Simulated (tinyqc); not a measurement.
UHF in the sto-3g basis, for BH, spin multiplicity 1, step by step (part 1 of 2). This run ends on a higher stationary point, not on the lowest solution. Computed by tinyqc, a small Python program that keeps every step (integrals from PySCF). Settings: charge = 0, multiplicity = 1, basis = sto-3g, energy threshold = 1e-09, iteration cap = 52, orthogonalisation = canonical, start = Wolfsberg-Helmholz matrix, DIIS depth = 6, damping = 0.2, method = UHF, break = 0.2. Command: `OMP_NUM_THREADS=1 python tinyqc.py 23856 23857 out.jsonl` (the two numbers bound the seeds that draw the settings). One thread of a shared host (Intel(R) Xeon(R) Processor @ 2.60GHz), about 0.2 s of CPU time with the checks. Later iterations appear only in the table of the cycle.

## One-electron integrals

Geometry (angstrom):
```
atom        x        y        z
B     0.00000  0.00000  0.00000
H     0.00000  0.00000  1.94000
```

Basis sto-3g: exponents (1/bohr^2) and contraction coefficients of normalised primitives:
```
element  l (shell)  exponent  coefficient
B            s (1)  48.79111      0.15433
B            s (1)   8.88736      0.53533
B            s (1)   2.40527      0.44463
B            s (2)   2.23696     -0.09997
B            s (2)   0.51982      0.39951
B            s (2)   0.16906      0.70012
B            p (3)   2.23696      0.15592
B            p (3)   0.51982      0.60768
B            p (3)   0.16906      0.39196
H            s (1)   3.42525      0.15433
H            s (1)   0.62391      0.53533
H            s (1)   0.16886      0.44463
```

Overlap, kinetic and nuclear-attraction integrals over the contracted functions; the nuclear repulsion is the sum of Za Zb / Rab.

nuclear repulsion = 1.3638588 hartree

overlap S, lower triangle:
```
          1B 1s    1B 2s   1B 2px   1B 2py   1B 2pz    2H 1s
1B 1s   1.00000
1B 2s   0.26933  1.00000
1B 2px  0.00000  0.00000  1.00000
1B 2py  0.00000  0.00000  0.00000  1.00000
1B 2pz  0.00000  0.00000  0.00000  0.00000  1.00000
2H 1s   0.01243  0.17825  0.00000  0.00000  0.22575  1.00000
```

kinetic energy T (hartree), lower triangle:
```
           1B 1s     1B 2s   1B 2px   1B 2py   1B 2pz    2H 1s
1B 1s   10.82630
1B 2s   -0.04797   0.35917
1B 2px   0.00000   0.00000  1.12388
1B 2py   0.00000   0.00000  0.00000  1.12388
1B 2pz   0.00000   0.00000  0.00000  0.00000  1.12388
2H 1s   -0.00401  -0.00535  0.00000  0.00000  0.02417  0.76003
```

nuclear attraction V (hartree), lower triangle:
```
            1B 1s     1B 2s    1B 2px    1B 2py    1B 2pz     2H 1s
1B 1s   -23.42016
1B 2s    -3.21283  -4.04406
1B 2px    0.00000   0.00000  -4.00067
1B 2py    0.00000   0.00000   0.00000  -4.00067
1B 2pz   -0.00699  -0.07085   0.00000   0.00000  -4.03987
2H 1s    -0.14865  -0.52444   0.00000   0.00000  -0.61838  -2.58977
```

core Hamiltonian H = T + V (hartree), lower triangle:
```
            1B 1s     1B 2s    1B 2px    1B 2py    1B 2pz     2H 1s
1B 1s   -12.59386
1B 2s    -3.26079  -3.68489
1B 2px    0.00000   0.00000  -2.87679
1B 2py    0.00000   0.00000   0.00000  -2.87679
1B 2pz   -0.00699  -0.07085   0.00000   0.00000  -2.91599
2H 1s    -0.15266  -0.52979   0.00000   0.00000  -0.59421  -1.82974
```

## Two-electron integrals

Functions are numbered as in S; the eight-fold symmetry (ij|kl) = (ji|kl) = (kl|ij) leaves the list below.

Two-electron integrals (ij|kl) in chemists' order, unique and non-zero (hartree):
```
(11|11) 2.92351   (21|11) 0.51838   (21|21) 0.10926   (22|11) 0.74423
(22|21) 0.19318   (22|22) 0.54480   (31|31) 0.02026   (32|31) 0.03000
(32|32) 0.12035   (33|11) 0.74249   (33|21) 0.19324   (33|22) 0.54468
(33|33) 0.58677   (41|41) 0.02026   (42|41) 0.03000   (42|42) 0.12035
(43|43) 0.03163   (44|11) 0.74249   (44|21) 0.19324   (44|22) 0.54468
(44|33) 0.52351   (44|44) 0.58677   (51|51) 0.02026   (52|51) 0.03000
(52|52) 0.12035   (53|53) 0.03163   (54|54) 0.03163   (55|11) 0.74249
(55|21) 0.19324   (55|22) 0.54468   (55|33) 0.52351   (55|44) 0.52351
(55|55) 0.58677   (61|11) 0.02376   (61|21) 0.00499   (61|22) 0.00888
(61|33) 0.00884   (61|44) 0.00884   (61|51) 0.00037   (61|52) 0.00068
(61|55) 0.00895   (61|61) 0.00024   (62|11) 0.08319   (62|21) 0.02208
(62|22) 0.07226   (62|33) 0.07005   (62|44) 0.07005   (62|51) 0.00237
(62|52) 0.01666   (62|55) 0.07660   (62|61) 0.00108   (62|62) 0.01634
(63|31) 0.00177   (63|32) 0.00919   (63|53) 0.00283   (63|63) 0.00138
(64|41) 0.00177   (64|42) 0.00919   (64|54) 0.00283   (64|64) 0.00138
(65|11) 0.09203   (65|21) 0.02466   (65|22) 0.08460   (65|33) 0.08059
(65|44) 0.08059   (65|51) 0.00384   (65|52) 0.02572   (65|55) 0.09252
(65|61) 0.00124   (65|62) 0.02195   (65|65) 0.03028   (66|11) 0.27261
(66|21) 0.07340   (66|22) 0.27050   (66|33) 0.25878   (66|44) 0.25878
(66|51) 0.00693   (66|52) 0.06785   (66|55) 0.29361   (66|61) 0.00358
(66|62) 0.08904   (66|65) 0.12846   (66|66) 0.77461
```

## Orthogonalisation

S = U s U^T; canonical form X = U s^(-1/2), so that X^T S X = 1. Each column of U has its largest component positive (the first on a tie).

eigenvalues of S: 0.65128  0.82237  1.00000  1.00000  1.16527  1.36108

X:
```
               1         2        3         4         5        6
1B 1s   -0.57745   0.59143  0.00000   0.00000  -0.47724  0.41087
1B 2s    0.77761  -0.36565  0.00000   0.00000  -0.31275  0.52995
1B 2px   0.00000   0.00000  0.77458  -0.63248   0.00000  0.00000
1B 2py   0.00000   0.00000  0.63248   0.77458   0.00000  0.00000
1B 2pz   0.41999   0.67261  0.00000   0.00000   0.58884  0.28303
2H 1s   -0.64878  -0.52925  0.00000   0.00000   0.43111  0.45271
```

Within a degenerate level the vectors are fixed only up to a rotation; this is one choice.

## Starting guess

The start is the generalised Wolfsberg-Helmholz matrix (K = 1.75) built on H, with HOMO and LUMO mixed by +/-0.2 rad for the two spins; D(s) = C_occ C_occ^T for each spin.

D(alpha) at the start, lower triangle:
```
           1B 1s    1B 2s    1B 2px   1B 2py   1B 2pz    2H 1s
1B 1s    0.98006
1B 2s    0.02271  0.08191
1B 2px   0.00000  0.00000   0.09877
1B 2py   0.00000  0.00000  -0.29835  0.90123
1B 2pz  -0.07760  0.24117   0.00000  0.00000  0.73153
2H 1s   -0.03056  0.07324   0.00000  0.00000  0.22319  0.06815
```

D(beta) at the start, lower triangle:
```
           1B 1s    1B 2s    1B 2px   1B 2py   1B 2pz    2H 1s
1B 1s    0.98006
1B 2s    0.02271  0.08191
1B 2px   0.00000  0.00000   0.43449
1B 2py   0.00000  0.00000  -0.49569  0.56551
1B 2pz  -0.07760  0.24117   0.00000  0.00000  0.73153
2H 1s   -0.03056  0.07324   0.00000  0.00000  0.22319  0.06815
```

## Iteration 1: building the Fock matrix

J_ij = sum D_kl (ij|kl) with D = D(alpha) + D(beta), K_ij = sum D_kl (ik|jl) for each spin; F = H + J - K(s); E = tr D H + tr D J / 2 - 0.5 sum_s tr D(s) K(s) + E_nn.

Coulomb J (hartree), lower triangle:
```
          1B 1s    1B 2s    1B 2px   1B 2py   1B 2pz    2H 1s
1B 1s   8.61153
1B 2s   1.76474  3.58433
1B 2px  0.00000  0.00000   3.53551
1B 2py  0.00000  0.00000  -0.05023  3.59457
1B 2pz  0.02767  0.14379   0.00000  0.00000  3.61163
2H 1s   0.08168  0.48080   0.00000  0.00000  0.56747  1.84166
```

exchange K(alpha) (hartree), lower triangle:
```
           1B 1s    1B 2s    1B 2px   1B 2py   1B 2pz    2H 1s
1B 1s    2.93227
1B 2s    0.59552  0.38665
1B 2px   0.00000  0.00000   0.14327
1B 2py   0.00000  0.00000  -0.16563  0.58875
1B 2pz  -0.00338  0.17398   0.00000  0.00000  0.53885
2H 1s    0.03021  0.10681   0.00000  0.00000  0.18336  0.15849
```

exchange K(beta) (hartree), lower triangle:
```
           1B 1s    1B 2s    1B 2px   1B 2py   1B 2pz    2H 1s
1B 1s    2.93227
1B 2s    0.59552  0.38665
1B 2px   0.00000  0.00000   0.32964
1B 2py   0.00000  0.00000  -0.27518  0.40238
1B 2pz  -0.00338  0.17398   0.00000  0.00000  0.53885
2H 1s    0.03021  0.10681   0.00000  0.00000  0.18336  0.15849
```

F(alpha) (hartree), lower triangle:
```
           1B 1s     1B 2s   1B 2px   1B 2py    1B 2pz     2H 1s
1B 1s   -6.91459
1B 2s   -2.09157  -0.48721
1B 2px   0.00000   0.00000  0.51546
1B 2py   0.00000   0.00000  0.11540  0.12903
1B 2pz   0.02406  -0.10104  0.00000  0.00000   0.15679
2H 1s   -0.10119  -0.15580  0.00000  0.00000  -0.21009  -0.14657
```

F(beta) (hartree), lower triangle:
```
           1B 1s     1B 2s   1B 2px   1B 2py    1B 2pz     2H 1s
1B 1s   -6.91459
1B 2s   -2.09157  -0.48721
1B 2px   0.00000   0.00000  0.32909
1B 2py   0.00000   0.00000  0.22495  0.31540
1B 2pz   0.02406  -0.10104  0.00000  0.00000   0.15679
2H 1s   -0.10119  -0.15580  0.00000  0.00000  -0.21009  -0.14657
```

total energy of this density = -23.8015434 hartree

This density is the starting one.

## Iteration 1: diagonalisation and new density

Diagonalise F' = X^T F X, C = X C', fill 3 alpha and 3 beta electrons from the bottom; D(s) = C_occ C_occ^T; the new density keeps 0.2 of the old one (damping). Each column has its largest component positive (the first on a tie).

F' = X^T F X (alpha) (hartree), lower triangle:
```
          1         2         3        4         5         6
1  -0.63775
2   1.22319  -1.32783
3   0.00000   0.00000   0.47394
4   0.00000   0.00000  -0.16624  0.17054
5  -1.40259   2.00904   0.00000  0.00000  -2.21910
6   1.47954  -1.84520   0.00000  0.00000   2.12063  -2.42339
```

orbital energies (alpha) (hartree): MO1 -6.92272, MO2 -0.24787, MO3 0.09719, MO4 0.23455, MO5 0.32799, MO6 0.54729

coefficients C (alpha):
```
             MO1       MO2       MO3       MO4       MO5      MO6
1B 1s    0.98993  -0.09318   0.00000  -0.30186   0.00669  0.00000
1B 2s    0.03539   0.27383   0.00000   1.02007   0.01644  0.00000
1B 2px   0.00000   0.00000  -0.26596   0.00000   0.00000  0.96398
1B 2py   0.00000   0.00000   0.96398   0.00000   0.00000  0.26596
1B 2pz  -0.00229   0.36743   0.00000  -0.06841   0.95705  0.00000
2H 1s   -0.00296   0.77058   0.00000  -0.39923  -0.58192  0.00000
```

F' = X^T F X (beta) (hartree), lower triangle:
```
          1         2        3        4         5         6
1  -0.63775
2   1.22319  -1.32783
3   0.00000   0.00000  0.54402
4   0.00000   0.00000  0.03827  0.10047
5  -1.40259   2.00904  0.00000  0.00000  -2.21910
6   1.47954  -1.84520  0.00000  0.00000   2.12063  -2.42339
```

orbital energies (beta) (hartree): MO1 -6.92272, MO2 -0.24787, MO3 0.09719, MO4 0.23455, MO5 0.32799, MO6 0.54729

coefficients C (beta):
```
             MO1       MO2       MO3       MO4       MO5      MO6
1B 1s    0.98993  -0.09318   0.00000  -0.30186   0.00669  0.00000
1B 2s    0.03539   0.27383   0.00000   1.02007   0.01644  0.00000
1B 2px   0.00000   0.00000  -0.69627   0.00000   0.00000  0.71778
1B 2py   0.00000   0.00000   0.71778   0.00000   0.00000  0.69627
1B 2pz  -0.00229   0.36743   0.00000  -0.06841   0.95705  0.00000
2H 1s   -0.00296   0.77058   0.00000  -0.39923  -0.58192  0.00000
```

D(alpha) after iteration 1, lower triangle:
```
           1B 1s    1B 2s    1B 2px   1B 2py   1B 2pz    2H 1s
1B 1s    0.98693
1B 2s    0.01216  0.07737
1B 2px   0.00000  0.00000   0.07634
1B 2py   0.00000  0.00000  -0.26478  0.92366
1B 2pz  -0.04473  0.12866   0.00000  0.00000  0.25432
2H 1s   -0.06590  0.18337   0.00000  0.00000  0.27115  0.48867
```

D(beta) after iteration 1, lower triangle:
```
           1B 1s    1B 2s    1B 2px   1B 2py   1B 2pz    2H 1s
1B 1s    0.98693
1B 2s    0.01216  0.07737
1B 2px   0.00000  0.00000   0.47473
1B 2py   0.00000  0.00000  -0.49895  0.52527
1B 2pz  -0.04473  0.12866   0.00000  0.00000  0.25432
2H 1s   -0.06590  0.18337   0.00000  0.00000  0.27115  0.48867
```

## Iteration 2: building the Fock matrix

As before.

Coulomb J (hartree), lower triangle:
```
          1B 1s    1B 2s    1B 2px   1B 2py   1B 2pz    2H 1s
1B 1s   8.19464
1B 2s   1.65655  3.33591
1B 2px  0.00000  0.00000   3.29681
1B 2py  0.00000  0.00000  -0.04831  3.35361
1B 2pz  0.02440  0.16282   0.00000  0.00000  3.34586
2H 1s   0.07660  0.48622   0.00000  0.00000  0.59091  2.24486
```

exchange K(alpha) (hartree), lower triangle:
```
           1B 1s    1B 2s    1B 2px   1B 2py   1B 2pz    2H 1s
1B 1s    2.93080
1B 2s    0.57577  0.34625
1B 2px   0.00000  0.00000   0.11744
1B 2py   0.00000  0.00000  -0.14699  0.58782
1B 2pz  -0.00276  0.13084   0.00000  0.00000  0.28479
2H 1s    0.02796  0.15407   0.00000  0.00000  0.20717  0.49652
```

exchange K(beta) (hartree), lower triangle:
```
           1B 1s    1B 2s    1B 2px   1B 2py   1B 2pz    2H 1s
1B 1s    2.93080
1B 2s    0.57577  0.34625
1B 2px   0.00000  0.00000   0.33860
1B 2py   0.00000  0.00000  -0.27699  0.36665
1B 2pz  -0.00276  0.13084   0.00000  0.00000  0.28479
2H 1s    0.02796  0.15407   0.00000  0.00000  0.20717  0.49652
```

F(alpha) (hartree), lower triangle:
```
           1B 1s     1B 2s   1B 2px    1B 2py    1B 2pz     2H 1s
1B 1s   -7.33002
1B 2s   -2.18002  -0.69522
1B 2px   0.00000   0.00000  0.30259
1B 2py   0.00000   0.00000  0.09868  -0.11100
1B 2pz   0.02017  -0.03887  0.00000   0.00000   0.14508
2H 1s   -0.10402  -0.19764  0.00000   0.00000  -0.21047  -0.08140
```

F(beta) (hartree), lower triangle:
```
           1B 1s     1B 2s   1B 2px   1B 2py    1B 2pz     2H 1s
1B 1s   -7.33002
1B 2s   -2.18002  -0.69522
1B 2px   0.00000   0.00000  0.08142
1B 2py   0.00000   0.00000  0.22868  0.11017
1B 2pz   0.02017  -0.03887  0.00000  0.00000   0.14508
2H 1s   -0.10402  -0.19764  0.00000  0.00000  -0.21047  -0.08140
```

total energy of this density = -24.1166885 hartree

This density is a damped mixture and is not idempotent.

## Iteration 2: DIIS over 2 matrices

error matrix X^T (FDS - SDF) X (alpha):
```
          1         2        3         4         5        6
1   0.00000   0.01762  0.00000   0.00000  -0.04171  0.00618
2  -0.01762   0.00000  0.00000   0.00000   0.06526  0.02102
3   0.00000   0.00000  0.00000  -0.02590   0.00000  0.00000
4   0.00000   0.00000  0.02590   0.00000   0.00000  0.00000
5   0.04171  -0.06526  0.00000   0.00000   0.00000  0.03815
6  -0.00618  -0.02102  0.00000   0.00000  -0.03815  0.00000
```

B (overlaps of the stored error matrices):
```
               1              2
1  3.3315753e-01  6.4739046e-02
2  6.4739046e-02  3.5664376e-02
```

Minimise |sum c_i e_i|^2 with sum c_i = 1: solve [B -1; -1 0][c; lambda] = [0; -1] with B_ij = tr e_i^T e_j summed over both spins, and take F = sum c_i F_i.

DIIS coefficients: -0.12148  1.12148

extrapolated F(alpha) (hartree), lower triangle:
```
           1B 1s     1B 2s   1B 2px    1B 2py    1B 2pz     2H 1s
1B 1s   -7.38049
1B 2s   -2.19076  -0.72049
1B 2px   0.00000   0.00000  0.27673
1B 2py   0.00000   0.00000  0.09664  -0.14015
1B 2pz   0.01970  -0.03132  0.00000   0.00000   0.14366
2H 1s   -0.10437  -0.20272  0.00000   0.00000  -0.21052  -0.07348
```

extrapolated F(beta) (hartree), lower triangle:
```
           1B 1s     1B 2s   1B 2px   1B 2py    1B 2pz     2H 1s
1B 1s   -7.38049
1B 2s   -2.19076  -0.72049
1B 2px   0.00000   0.00000  0.05134
1B 2py   0.00000   0.00000  0.22913  0.08524
1B 2pz   0.01970  -0.03132  0.00000  0.00000   0.14366
2H 1s   -0.10437  -0.20272  0.00000  0.00000  -0.21052  -0.07348
```

## Iteration 2: diagonalisation and new density

As before.

F' = X^T F X (alpha) (hartree), lower triangle:
```
          1         2         3         4         5         6
1  -0.72378
2   1.43853  -1.51819
3   0.00000   0.00000   0.20466
4   0.00000   0.00000  -0.18491  -0.06808
5  -1.47928   2.06125   0.00000   0.00000  -2.37809
6   1.50169  -1.91300   0.00000   0.00000   2.31156  -2.60072
```

orbital energies (alpha) (hartree): MO1 -7.38666, MO2 -0.25443, MO3 -0.16147, MO4 0.03589, MO5 0.29805, MO6 0.38442

coefficients C (alpha):
```
             MO1       MO2       MO3       MO4      MO5       MO6
1B 1s    0.99144  -0.17445   0.00000  -0.24275  0.00000  -0.08667
1B 2s    0.03036   0.55799   0.00000   0.83200  0.00000   0.33547
1B 2px   0.00000   0.00000  -0.21537   0.00000  0.97653   0.00000
1B 2py   0.00000   0.00000   0.97653   0.00000  0.21537   0.00000
1B 2pz  -0.00198   0.29884   0.00000  -0.48845  0.00000   0.85308
2H 1s   -0.00252   0.64053   0.00000  -0.38184  0.00000  -0.73194
```

F' = X^T F X (beta) (hartree), lower triangle:
```
          1         2        3         4         5         6
1  -0.72378
2   1.43853  -1.51819
3   0.00000   0.00000  0.28940
4   0.00000   0.00000  0.06242  -0.15283
5  -1.47928   2.06125  0.00000   0.00000  -2.37809
6   1.50169  -1.91300  0.00000   0.00000   2.31156  -2.60072
```

orbital energies (beta) (hartree): MO1 -7.38666, MO2 -0.25443, MO3 -0.16147, MO4 0.03589, MO5 0.29805, MO6 0.38442

coefficients C (beta):
```
             MO1       MO2       MO3       MO4      MO5       MO6
1B 1s    0.99144  -0.17445   0.00000  -0.24275  0.00000  -0.08667
1B 2s    0.03036   0.55799   0.00000   0.83200  0.00000   0.33547
1B 2px   0.00000   0.00000   0.73272   0.00000  0.68053   0.00000
1B 2py   0.00000   0.00000  -0.68053   0.00000  0.73272   0.00000
1B 2pz  -0.00198   0.29884   0.00000  -0.48845  0.00000   0.85308
2H 1s   -0.00252   0.64053   0.00000  -0.38184  0.00000  -0.73194
```

D(alpha) after iteration 2, lower triangle:
```
           1B 1s    1B 2s    1B 2px   1B 2py   1B 2pz    2H 1s
1B 1s    1.00809
1B 2s   -0.05136  0.26529
1B 2px   0.00000  0.00000   0.05238
1B 2py   0.00000  0.00000  -0.22121  0.94762
1B 2pz  -0.05222  0.15908   0.00000  0.00000  0.12231
2H 1s   -0.10457  0.32254   0.00000  0.00000  0.20737  0.42597
```

D(beta) after iteration 2, lower triangle:
```
           1B 1s    1B 2s    1B 2px   1B 2py   1B 2pz    2H 1s
1B 1s    1.00809
1B 2s   -0.05136  0.26529
1B 2px   0.00000  0.00000   0.52445
1B 2py   0.00000  0.00000  -0.49870  0.47555
1B 2pz  -0.05222  0.15908   0.00000  0.00000  0.12231
2H 1s   -0.10457  0.32254   0.00000  0.00000  0.20737  0.42597
```

## Iteration 3: building the Fock matrix

As before.

Coulomb J (hartree), lower triangle:
```
          1B 1s    1B 2s    1B 2px   1B 2py   1B 2pz    2H 1s
1B 1s   8.25527
1B 2s   1.66832  3.36262
1B 2px  0.00000  0.00000   3.33187
1B 2py  0.00000  0.00000  -0.04554  3.38540
1B 2pz  0.02686  0.17066   0.00000  0.00000  3.35880
2H 1s   0.07718  0.48518   0.00000  0.00000  0.58711  2.18904
```

exchange K(alpha) (hartree), lower triangle:
```
           1B 1s    1B 2s    1B 2px   1B 2py   1B 2pz    2H 1s
1B 1s    2.94414
1B 2s    0.56550  0.42576
1B 2px   0.00000  0.00000   0.12116
1B 2py   0.00000  0.00000  -0.12280  0.61815
1B 2pz  -0.00262  0.15454   0.00000  0.00000  0.21973
2H 1s    0.02571  0.19101   0.00000  0.00000  0.18438  0.45632
```

exchange K(beta) (hartree), lower triangle:
```
           1B 1s    1B 2s    1B 2px   1B 2py   1B 2pz    2H 1s
1B 1s    2.94414
1B 2s    0.56550  0.42576
1B 2px   0.00000  0.00000   0.38323
1B 2py   0.00000  0.00000  -0.27685  0.35608
1B 2pz  -0.00262  0.15454   0.00000  0.00000  0.21973
2H 1s    0.02571  0.19101   0.00000  0.00000  0.18438  0.45632
```

F(alpha) (hartree), lower triangle:
```
           1B 1s     1B 2s   1B 2px    1B 2py    1B 2pz     2H 1s
1B 1s   -7.28273
1B 2s   -2.15797  -0.74804
1B 2px   0.00000   0.00000  0.33392
1B 2py   0.00000   0.00000  0.07726  -0.10953
1B 2pz   0.02249  -0.05473  0.00000   0.00000   0.22309
2H 1s   -0.10118  -0.23562  0.00000   0.00000  -0.19148  -0.09703
```

F(beta) (hartree), lower triangle:
```
           1B 1s     1B 2s   1B 2px   1B 2py    1B 2pz     2H 1s
1B 1s   -7.28273
1B 2s   -2.15797  -0.74804
1B 2px   0.00000   0.00000  0.07185
1B 2py   0.00000   0.00000  0.23131  0.15254
1B 2pz   0.02249  -0.05473  0.00000  0.00000   0.22309
2H 1s   -0.10118  -0.23562  0.00000  0.00000  -0.19148  -0.09703
```

total energy of this density = -24.2483202 hartree

This density is a damped mixture and is not idempotent.
